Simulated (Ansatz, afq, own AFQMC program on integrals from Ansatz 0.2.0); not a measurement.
## Atomization energy of SbH, singlet

```yaml
atoms:
  - { symbol: Sb, position_ang: [0.0000, 0.0000, 0.0000] }
  - { symbol: H, position_ang: [0.0000, 0.0000, 1.7130] }
```

Atoms in their ground-state spins without spin–orbit coupling (mostly on UHF) minus the molecule (RHF), without zero-point energy. The geometry is a stationary point, not shown to be a minimum.

Basis def2-SVP with its core potentials. Only valence electrons are correlated. AFQMC by an in-house program on the Cholesky factors that Ansatz 0.2.0 writes for its CCSD(T) run. The CISD trial takes its coefficients from CCSD amplitudes. Released means that phaseless walkers are propagated on without the constraint, phases kept. Uncertainties: one standard error, sampling alone. No spin–orbit coupling. The errors of all members are added in quadrature.

Full CI on the same integrals is exact in this basis and with this determinant's frozen core.

Errors are counted within def2-SVP, not against nature.

Cautions: inner d shell frozen; no spin-orbit coupling; SbH (singlet): another spin lies lower, restricted determinant unstable towards unrestricted (UHF 1.29 eV lower, ⟨S²⟩ 1.02), strong correlation (T1 0.010, weight of the determinant 0.79, largest double 0.43), the CCSDT(Q) amplitudes may be one of several solutions (largest double 0.95), the CCSDTQ amplitudes may be one of several solutions (largest double 0.97), the ph-AFQMC/HF walk drifts between its halves (2.6 errors), the determinant fills πx and πy unequally, so it mixes two states of the linear molecule, and each level undoes that mixture to a different degree, while full CI gives the lower state, CCSDTQ on the UHF determinant differs (1.02 eV lower), perhaps since the unrestricted series falls towards higher spin.

Reference (full CI): 115.9 kJ/mol.

```
      level  atomization energy (kJ/mol)  error against FCI (kJ/mol)
         HF                        -18.8                      -134.7
        MP2                         55.9                       -59.9
       CCSD                         93.3                       -22.6
    CCSD(T)                        104.8                       -11.1
      CCSDT                        115.5                        -0.4
   CCSDT(Q)                        116.1                         0.3
     CCSDTQ                        115.8                         0.0
ph-AFQMC/HF                  102.1 ± 2.2                 -13.7 ± 2.2
```

Correlation beyond CCSD(T) adds 11.1 kJ/mol. The perturbative (T) step is worth +11.5 kJ/mol. Where a determinant mixes two states, these steps and errors hold in part the undoing of that mixture, and only full CI is sure.

CCSDT and higher add their correlation energy to the determinant of the CCSD(T) run, since their own runs factorise the integrals more tightly (a shift of under 2 meV).
